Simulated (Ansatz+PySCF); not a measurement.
Results of a calculation; reference values are marked as such.
This PySCF input gave a total energy of -198.50672 hartree.

```python
from pyscf import gto, scf

mol = gto.M(atom="""
F 0.000000 0.000000 -0.633170
F 0.000000 0.000000 0.633170
""", basis='def2-svp', charge=0, spin=0)
mf = scf.UHF(mol)
mf.kernel()
print(mf.converged, mf.e_tot, mf.spin_square()[0])
```

Q: Write an input for Ansatz with the same method and basis set.

A:

```yaml
crystal:
  periodic: [false, false, false]
  atoms:
    - { symbol: F, position_ang: [0.0, 0.0, -0.63317] }
    - { symbol: F, position_ang: [0.0, 0.0, 0.63317] }
basis:
  gaussian: { orbitals: def2-SVP }
magnetization:
  spin_polarized: true
hamiltonian:
  xc: hf
scf:
  omitted_lower_state_checks: [stability, starts, atomic_configurations, cluster_reference, orbital_swaps, given_window_search, neighbouring_geometries, increment]
```

Ansatz (development build ahead of 0.2.0) gave -198.50672 hartree, 0.00 meV from the first.
